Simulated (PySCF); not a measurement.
Computed with PySCF and rigid-rotor harmonic-oscillator thermochemistry at 1 bar. Table values come from the NASA 1993 polynomials. 6-31G* has spherical d functions here. Open shells (unrestricted): SiN (multiplicity 2). B3LYP is the form with VWN-RPA correlation. The harmonic model lacks anharmonicity and excited electronic states, which grow with temperature; levels with a mode under 35 cm⁻¹ are left out. The table's entry may be an old estimate for SiN (not checked at source).

Harmonic frequencies at B3LYP/6-31G* (cm⁻¹): 1170. Point group C∞v; S°(298 K) = 216.8 J/mol/K at this level.

Q: Work out Cp and S° of gaseous SiN at 500, 800, 1200, 1600, 2000 K from these, and set them beside the table.

A: 
```tsv
T (K)	Cp B3LYP/6-31G*	Cp table	S° B3LYP/6-31G*	S° table
500	32.6	32.8	232.9	233.1
800	34.9	35.2	248.8	249.1
1200	36.2	37.3	263.3	263.7
1600	36.7	39.4	273.8	274.7
2000	36.9	41.3	282.0	283.7
```
Units J/mol/K.
